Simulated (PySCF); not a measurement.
**Run times of cluster calculations**

Single jobs in PySCF with density fitting, those on clusters of several parts including the runs of the parts alone, on shared hosts, each launched as `OMP_NUM_THREADS=1 python cluster_run.py task.json out`; times are rough.

| system (of a reaction: its main species) | parts or species | job | basis functions | threads × CPU | wall time | peak memory (GiB) |
| --- | --- | --- | --- | --- | --- | --- |
| C2H9NSi | 4 | reaction energy, PBE0-D3(BJ)/def2-TZVPD | 235 | 1 × Arm Neoverse N1 | 44 s | 0.71 |
| Si2H6O2 | 4 | reaction energy, PBE0-D3(BJ)/def2-TZVPD | 220 | 1 × Arm Neoverse N1 | 25 s | 0.65 |
| PH2F and water | 2 | CCSD(T) and MP2 interaction energies, CCSD(T) in aug-cc-pVDZ, MP2 up to aug-cc-pVQZ | 428 | 1 × Arm Neoverse N1 | 3.9 min | 1.7 |
| CH5GaO2 | 4 | reaction energy, PBE0-D3(BJ)/def2-TZVPD | 216 | 1 × Arm Neoverse N1 | 27 s | 0.66 |
| CH5MgNO | 1 | core levels, SCAN, 4 core holes | 112 | 1 × Arm Neoverse N1 | 29 s | 0.42 |

```json
{"system (of a reaction: its main species)": "BeF2 and fluoride", "parts or species": "2", "job": "interaction energy with counterpoise and decomposition, PBE0-D3(BJ)/def2-TZVPD", "basis functions": "142", "threads × CPU": "1 × Arm Neoverse N1"}
{"system (of a reaction: its main species)": "C5H9 and 2 × dimethyl ether", "parts or species": "3", "job": "interaction energy with counterpoise and decomposition, PBE0-D3(BJ)/def2-SVP, with pair energies", "basis functions": "259", "threads × CPU": "1 × Arm Neoverse N1"}
{"system (of a reaction: its main species)": "ammonium and 5 × hydrogen fluoride", "parts or species": "6", "job": "interaction energy with counterpoise and decomposition, wB97M-D3(BJ)/def2-SVPD", "basis functions": "207", "threads × CPU": "1 × Arm Neoverse N1"}
```

Estimate wall time and peak memory of the jobs in the second table.

BeF2 and fluoride, interaction energy with counterpoise and decomposition: 10 s, 0.57 GiB; C5H9 and 2 × dimethyl ether, interaction energy with counterpoise and decomposition: 8.1 min, 1 GiB; ammonium and 5 × hydrogen fluoride, interaction energy with counterpoise and decomposition: 2.3 min, 0.83 GiB.
